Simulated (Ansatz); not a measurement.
## Which method gave which barrier?

Saddle point of Si2PH9, closed shell (Si₂H₆ ([SiH3][SiH3]) + PH₃ → Si₂PH₇ ([SiH3][SiH2][PH2]) + H₂; bonds formed: Si1–P7, H2–H6; bonds broken: Si1–H2, H6–P7), PBE0-D4/def2-TZVP structure:

```
12
angstrom
Si -0.4121 -0.3200 -0.8913
H 1.3482 0.0956 -0.3287
H 0.1480 -0.8986 -2.1455
H -1.8662 -0.1437 -1.2532
Si -0.1709 -1.5627 1.0603
H 1.2498 1.1709 0.4388
P 0.0332 1.8119 -0.1640
H 0.3132 -0.6277 2.1149
H -1.4263 -2.2025 1.5466
H 0.8458 -2.6245 0.8422
H -0.8290 2.9627 0.0252
H 0.7662 2.3387 -1.2452
```

Computed with Ansatz 0.2.0 (basis: def2-TZVPP, with def2-QZVPP for the basis limit); correlated methods freeze the cores. Extrapolation: Hartree–Fock as exp(−7.88 √X), correlation as X^−2.97. Four methods, as single points on the PBE0-D4 structures, gave these electronic barriers from the start structure: 201.4, 222.3, 274.1, 345.7 kJ/mol.

Question: The methods were, in alphabetical order, BHLYP-D4, HF, PBE-D4, r2SCAN-D4. Which gave which? (Judge from chemistry; the calculation decides.)

Answer: The calculation gives: PBE-D4 201.4; r2SCAN-D4 222.3; BHLYP-D4 274.1; HF 345.7 kJ/mol. For comparison, CCSD(T) at an estimated basis limit (MP2 extrapolated from triple and quadruple zeta, plus CCSD(T) − MP2 in triple zeta) gives 253.5 kJ/mol.

The T1 diagnostic stays at or below 0.017.

Labels in which every atom is bracketed show which atoms are joined, not bond orders.

For scale, one of the runs: CCSD(T)/def2-TZVPP, 252 basis functions, launched by `ansatz run in.yaml --threads 4 --pin off --events-out ev --progress --plain --max-ram 9574MiB`. Time: 51 s of wall clock on 4 CPU threads of an Intel Xeon Platinum 8259CL; the host was shared. Peak host memory: 4.8 GiB.
